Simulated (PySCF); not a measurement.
Compound: C4H5F.
Bonds: F1–C2, C2–C3 (double), C3–C4, C4–C5, C3–C5. Hydrogens: H6 on C2; H7, H8 on C4; H9, H10 on C5.

The same species was optimised twice, with GFN2-xTB and with PBE0-D3(BJ)/def2-SVP (PySCF), and the same property calculations (PySCF, gas phase) were run on both structures.

```json
{"coordinate": "F1–C2 (Å)", "GFN2-xTB": "1.354", "PBE0-D3(BJ)/def2-SVP": "1.334", "change": "-0.020"}
{"coordinate": "C4–H7 (Å)", "GFN2-xTB": "1.081", "PBE0-D3(BJ)/def2-SVP": "1.096", "change": "+0.015"}
{"coordinate": "C5–H9 (Å)", "GFN2-xTB": "1.081", "PBE0-D3(BJ)/def2-SVP": "1.096", "change": "+0.015"}
{"coordinate": "C4–H8 (Å)", "GFN2-xTB": "1.081", "PBE0-D3(BJ)/def2-SVP": "1.096", "change": "+0.015"}
{"coordinate": "C5–H10 (Å)", "GFN2-xTB": "1.081", "PBE0-D3(BJ)/def2-SVP": "1.096", "change": "+0.015"}
{"coordinate": "C2–H6 (Å)", "GFN2-xTB": "1.080", "PBE0-D3(BJ)/def2-SVP": "1.094", "change": "+0.014"}
{"coordinate": "C2=C3 (Å)", "GFN2-xTB": "1.305", "PBE0-D3(BJ)/def2-SVP": "1.317", "change": "+0.012"}
{"coordinate": "C4–C5 (Å)", "GFN2-xTB": "1.513", "PBE0-D3(BJ)/def2-SVP": "1.523", "change": "+0.010"}
{"coordinate": "C3–C5 (Å)", "GFN2-xTB": "1.465", "PBE0-D3(BJ)/def2-SVP": "1.460", "change": "-0.005"}
{"coordinate": "C3–C4 (Å)", "GFN2-xTB": "1.464", "PBE0-D3(BJ)/def2-SVP": "1.462", "change": "-0.002"}
{"coordinate": "C3–C2–H6 (°)", "GFN2-xTB": "126.3", "PBE0-D3(BJ)/def2-SVP": "124.4", "change": "-1.9"}
{"coordinate": "F1–C2–H6 (°)", "GFN2-xTB": "111.7", "PBE0-D3(BJ)/def2-SVP": "112.8", "change": "+1.1"}
{"coordinate": "F1–C2–C3 (°)", "GFN2-xTB": "122.0", "PBE0-D3(BJ)/def2-SVP": "122.8", "change": "+0.8"}
{"coordinate": "C5–C4–H7 (°)", "GFN2-xTB": "118.6", "PBE0-D3(BJ)/def2-SVP": "117.9", "change": "-0.7"}
{"coordinate": "C4–C3–C5 (°)", "GFN2-xTB": "62.2", "PBE0-D3(BJ)/def2-SVP": "62.8", "change": "+0.6"}
{"coordinate": "C4–C5–H9 (°)", "GFN2-xTB": "118.7", "PBE0-D3(BJ)/def2-SVP": "118.1", "change": "-0.6"}
{"coordinate": "C5–C4–H8 (°)", "GFN2-xTB": "118.6", "PBE0-D3(BJ)/def2-SVP": "118.0", "change": "-0.6"}
{"coordinate": "H9–C5–H10 (°)", "GFN2-xTB": "113.6", "PBE0-D3(BJ)/def2-SVP": "114.2", "change": "+0.6"}
```

Rotational constants: A = 15983, B = 3176, C = 2744 MHz (GFN2-xTB) against A = 15944, B = 3164, C = 2738 MHz (PBE0-D3(BJ)/def2-SVP). Point groups within 0.08 Å: Cs and Cs.

On the GFN2-xTB structure: lowest singlet, TDDFT (eV) 7.27 [wB97X-D/def2-SVPD]; lowest triplet, Tamm–Dancoff (eV) 4.57 [wB97X-D/def2-SVPD]; isotropic polarisability (au) 48.2 [wB97X-D/def2-SVPD]; HOMO (eV) -9.23 [wB97X-D/def2-SVPD]; LUMO (eV) 2.07 [wB97X-D/def2-SVPD]; dipole (D) 1.98 [wB97X-D/def2-SVPD]; HOMO (eV) -7.29 [PBE0/pcSseg-1]; LUMO (eV) 0.33 [PBE0/pcSseg-1]; dipole (D) 1.84 [PBE0/pcSseg-1]; GIAO shielding of F1 (ppm) 296.4 [PBE0/pcSseg-1]; GIAO shielding of C2 (ppm) 35.8 [PBE0/pcSseg-1]; GIAO shielding of C3 (ppm) 81.6 [PBE0/pcSseg-1]; GIAO shielding of C4 (ppm) 181.9 [PBE0/pcSseg-1]; GIAO shielding of C5 (ppm) 180.8 [PBE0/pcSseg-1]; F1s of F1 (eV) 692.53 [delta-SCF UKS SCAN, pcX-2 on the ionised atom, pcseg-1 elsewhere, spin-free X2C]; C1s of C2 (eV) 292.57 [delta-SCF UKS SCAN, pcX-2 on the ionised atom, pcseg-1 elsewhere, spin-free X2C]; C1s of C3 (eV) 290.64 [delta-SCF UKS SCAN, pcX-2 on the ionised atom, pcseg-1 elsewhere, spin-free X2C]; C1s of C4 (eV) 291.16 [delta-SCF UKS SCAN, pcX-2 on the ionised atom, pcseg-1 elsewhere, spin-free X2C]; C1s of C5 (eV) 291.11 [delta-SCF UKS SCAN, pcX-2 on the ionised atom, pcseg-1 elsewhere, spin-free X2C].

Q: What do these properties become on the PBE0-D3(BJ)/def2-SVP structure?

A: 
```csv
property,level,on GFN2-xTB,on PBE0-D3(BJ)/def2-SVP,change
"lowest singlet, TDDFT (eV)",wB97X-D/def2-SVPD,7.27,7.18,-0.09
"lowest triplet, Tamm–Dancoff (eV)",wB97X-D/def2-SVPD,4.57,4.43,-0.14
isotropic polarisability (au),wB97X-D/def2-SVPD,48.2,49.0,+0.8
HOMO (eV),wB97X-D/def2-SVPD,-9.23,-9.13,+0.10
LUMO (eV),wB97X-D/def2-SVPD,2.07,2.00,-0.07
dipole (D),wB97X-D/def2-SVPD,1.98,1.81,-0.17
"energy, GFN2-xTB geometry as zero (kcal/mol)",wB97X-D/def2-SVPD,0.0,-0.4,-0.4
HOMO (eV),PBE0/pcSseg-1,-7.29,-7.21,+0.08
LUMO (eV),PBE0/pcSseg-1,0.33,0.26,-0.07
dipole (D),PBE0/pcSseg-1,1.84,1.67,-0.17
"energy, GFN2-xTB geometry as zero (kcal/mol)",PBE0/pcSseg-1,0.0,-0.1,-0.1
GIAO shielding of F1 (ppm),PBE0/pcSseg-1,296.4,299.5,+3.1
GIAO shielding of C2 (ppm),PBE0/pcSseg-1,35.8,34.7,-1.1
GIAO shielding of C3 (ppm),PBE0/pcSseg-1,81.6,79.5,-2.1
GIAO shielding of C4 (ppm),PBE0/pcSseg-1,181.9,180.4,-1.5
GIAO shielding of C5 (ppm),PBE0/pcSseg-1,180.8,179.1,-1.7
F1s of F1 (eV),"delta-SCF UKS SCAN, pcX-2 on the ionised atom, pcseg-1 elsewhere, spin-free X2C",692.53,692.76,+0.23
C1s of C2 (eV),"delta-SCF UKS SCAN, pcX-2 on the ionised atom, pcseg-1 elsewhere, spin-free X2C",292.57,292.61,+0.04
C1s of C3 (eV),"delta-SCF UKS SCAN, pcX-2 on the ionised atom, pcseg-1 elsewhere, spin-free X2C",290.64,290.63,-0.01
C1s of C4 (eV),"delta-SCF UKS SCAN, pcX-2 on the ionised atom, pcseg-1 elsewhere, spin-free X2C",291.16,291.16,0.00
C1s of C5 (eV),"delta-SCF UKS SCAN, pcX-2 on the ionised atom, pcseg-1 elsewhere, spin-free X2C",291.11,291.10,-0.01
```

The heavy atoms differ by 0.010 Å rms after alignment. Among all bonds F1–C2 changes most (-0.020 Å). Changes are differences of the printed values. Neither structure is proved a minimum here.

wB97X-D is run here without its empirical dispersion term; that term would change no orbital, density or response property at a fixed geometry.
